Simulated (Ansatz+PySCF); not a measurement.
The numbers below are computed, except where a source is named.
## Ansatz (development build ahead of 0.2.0) run

```yaml
crystal:
  periodic: [false, false, false]
  atoms:
    - { symbol: B, position_ang: [0.0, 0.0, 0.0] }
    - { symbol: S, position_ang: [0.65807, 0.87743, 1.89969] }
basis:
  gaussian: { orbitals: STO-3G }
magnetization:
  initial_magnetization: 1
hamiltonian:
  xc: hf
correlation:
  method: fci
  frozen_orbitals: { B: 1, S: 5 }
```

The input is written out in the form of the current development build from the run's settings.

Output:

```
Converged    : yes
Total energy : -417.42580 hartree
State        : lowest doublet root, of any spatial symmetry
```
